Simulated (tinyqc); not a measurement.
Worked calculation: Pariser-Parr-Pople SCF with singles CI, for the molecule O=Cc1c[cH+]1 (SMILES; centres numbered as the heavy atoms are written). One step of it, computed by the program tinyqc.

Task: Iteration 2: orbitals and new P. Diagonalise F (the basis is taken as orthonormal) and form P = 2 sum c c over the lowest orbitals; 0.3 of the old P is kept.

F (eV), lower triangle:
```
,1O,2C,3C,4C,5C
1O,-14.757236
2C,-6.303861,-11.074878
3C,-0.486225,-3.762019,-12.722066
4C,0.401136,0.041192,-4.794894,-12.373197
5C,0.461646,0.048386,-4.800188,-5.032369,-12.354260
```

pi electrons, sum of z_r less the charge = 4

P after iteration 1, lower triangle:
```
,1O,2C,3C,4C,5C
1O,1.065034
2C,0.918887,0.857566
3C,0.179645,0.344762,0.715239
4C,-0.221618,-0.017151,0.618091,0.678129
5C,-0.226080,-0.020151,0.619597,0.681063,0.684032
```

Give: orbital energies; P after iteration 2.

Result:

orbital energies (eV): -22.8813  -19.5520  -8.8553  -7.3308  -4.6621

P after iteration 2, lower triangle:
```
,1O,2C,3C,4C,5C
1O,1.1581
2C,0.9190,0.7788
3C,0.1761,0.3139,0.7180
4C,-0.2093,-0.0032,0.6287,0.6712
5C,-0.2148,-0.0073,0.6283,0.6725,0.6738
```
